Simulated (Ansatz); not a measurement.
Input for Ansatz (development build ahead of 0.2.0):

```yaml
crystal:
  periodic: [false, false, false]
  atoms:
    - { symbol: S, position_ang: [-0.40234, -0.92069, 0.97161] }
    - { symbol: O, position_ang: [-0.03553, -3.30039, 2.38223] }
    - { symbol: O, position_ang: [1.68728, 0.92402, 0.83789] }
basis:
  gaussian: { orbitals: STO-3G }
hamiltonian:
  xc: hf
correlation:
  method: fci
  frozen_orbitals: { O: 1, S: 5 }
```

The input is written out in the form of the current development build from the run's settings.

Results

```yaml
Converged: yes
Reference_energy: -540.36996 hartree
Correlation_energy: -0.37122 hartree
Total_energy: -540.74118 hartree
State: lowest singlet root, of any spatial symmetry
```
